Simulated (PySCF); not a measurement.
Species: C5H9O (doublet state).
Z-matrix (Å and degrees, GFN2-xTB geometry), rows numbered from 1:
```
C 
C   1  1.4592
C   2  1.5358  1   91.64
O   3  1.2109  2  121.96  1   -90.64
C   3  1.5128  2  114.64  1    90.14
C   5  1.5308  3  108.97  2    89.45
H   1  1.0725  2  120.08  3    85.52
H   1  1.0733  2  121.05  3   -85.14
H   2  1.0869  1  113.82  3  -113.51
H   2  1.0868  1  114.82  3   115.20
H   5  1.0917  3  108.67  2  -151.67
H   5  1.0895  3  110.90  2   -31.53
H   6  1.0879  5  110.82  3   -62.25
H   6  1.0872  5  110.17  3   177.62
H   6  1.0871  5  110.09  3    57.76
```

The hyperfine couplings belong to this conformer and change with its torsions.

Identity: `[CH2]CC(=O)CC` [radical].

Method: UKS B3LYP, pcH-1 on C H O, non-relativistic, mean-field spin-orbit, GIAO (PySCF 2.14.0). Geometry: GFN2-xTB, one conformer, isolated molecule. A GFN2-xTB geometry isn't a minimum of the functional, and hyperfine couplings can be far from their values at a DFT geometry. No stability test was run, so a lower SCF solution isn't excluded.

**Question.** Match the computed a_iso(13C) values +78.2, +64.6, -22.5, -4.1, +0.6 MHz with the sites C1; C2; C3; C5; C6.

**Answer.** 
```json
{"site": "C1", "a_iso (MHz)": "+78.2", "ρ(0) (bohr⁻³)": "+0.0695", "position": "largest spin population", "distance from C1 (Å)": "0.00", "spin population": "+0.95", "largest |T| (MHz)": "145.5"}
{"site": "C2", "a_iso (MHz)": "-22.5", "ρ(0) (bohr⁻³)": "-0.0200", "position": "1 bond from C1", "distance from C1 (Å)": "1.46", "spin population": "-0.07", "largest |T| (MHz)": "5.8"}
{"site": "C3", "a_iso (MHz)": "+64.6", "ρ(0) (bohr⁻³)": "+0.0575", "position": "2 bonds from C1", "distance from C1 (Å)": "2.15", "spin population": "+0.02", "largest |T| (MHz)": "17.9"}
{"site": "C5", "a_iso (MHz)": "-4.1", "ρ(0) (bohr⁻³)": "-0.0037", "position": "3 bonds from C1", "distance from C1 (Å)": "2.98", "spin population": "0.00", "largest |T| (MHz)": "1.3"}
{"site": "C6", "a_iso (MHz)": "+0.6", "ρ(0) (bohr⁻³)": "+0.0005", "position": "4 bonds from C1", "distance from C1 (Å)": "4.19", "spin population": "0.00", "largest |T| (MHz)": "0.7"}
```

**Question.** The isotropic 1H couplings, averaged over equivalent nuclei, are -58.0, +37.3, +4.1, -0.8 MHz. Assign them to H7/H8; H9/H10; H11/H12; H13/H14/H15.

**Answer.** 
```
       site  a_iso (MHz)  ρ(0) (bohr⁻³)            position  distance from C1 (Å)  bound to  spin population there  largest |T| (MHz)
      H7/H8        -58.0        -0.0130   α, 1 bond from C1                  1.07        C1                  +0.95               35.4
     H9/H10        +37.3        +0.0083  β, 2 bonds from C1                  2.15        C2                  -0.07                7.5
    H11/H12         +4.1        +0.0009     4 bonds from C1                  3.18        C5                   0.00                4.4
H13/H14/H15         -0.8        -0.0002     5 bonds from C1                  4.63        C6                   0.00                1.9
```

ρ(0) is the spin density at the nucleus and T the dipolar tensor; entries for several nuclei are means. Largest spin populations (Mulliken): C1 (+0.95), O4 (+0.14) and C2 (-0.07). No atom but C1 exceeds +0.15. The angles at C1 add up to 359.4°, so it is planar; its axial dipolar tensor and the negative couplings of its protons fit spin in a p orbital normal to that plane.

β density exceeds α density at some nuclei, such as C2 (-0.0200), H7/H8 (-0.0130) and C5 (-0.0037), spin density in bohr⁻³. In a single determinant that takes different orbitals for the two spins, that is spin polarisation.

Nuclei that the bonding pattern makes equivalent are averaged, as if the motion that swaps them (rotation, inversion, ring flip) were fast. The 1H value of +37.3 MHz is a mean of couplings from 30.2 to 44.4 MHz in this one geometry, not an average over conformers.

On an AMD EPYC with one thread, shared host with 64 logical CPUs at a one-minute load of 58, this took 92 s of wall time (with the writing of density and orbital grids) and 0.96 GiB of memory at its peak.
